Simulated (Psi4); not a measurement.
Reaction (SMILES): OCl (OH-Cl) + H+ → Cl[OH2+]
B3LYP-D3(BJ)/def2-TZVP geometries, fixed; electronic energies without zero-point terms; positive where energy is released.
Largest species:
```
O
H 1 0.9855
H 1 0.9855 2 111.16
Cl 1 1.7467 2 110.24 3 122.56
```
Charge +1, spin multiplicity 1.

Effect of the treatment of two-electron integrals at MP2/cc-pV(T+d)Z with Psi4, against the last row, where the proton affinity is 159.99 kcal/mol. Cores are frozen. The proton sits at the site shown, which need not be the one that binds it best.

```json
[
 {"setting": "scf_type: df", "largest shift of a total energy (mEh)": "0.193", "shift of the proton affinity (kcal/mol)": "0.009"},
 {"setting": "scf_type: cd", "largest shift of a total energy (mEh)": "0.247", "shift of the proton affinity (kcal/mol)": "0.001"},
 {"setting": "scf_type: pk", "largest shift of a total energy (mEh)": "0.000", "shift of the proton affinity (kcal/mol)": "0.000"}
]
```

Within 0.02 kcal/mol in the proton affinity: scf_type: df; scf_type: cd. The largest shift is 0.247 mEh in a total energy and 0.009 kcal/mol in the difference.
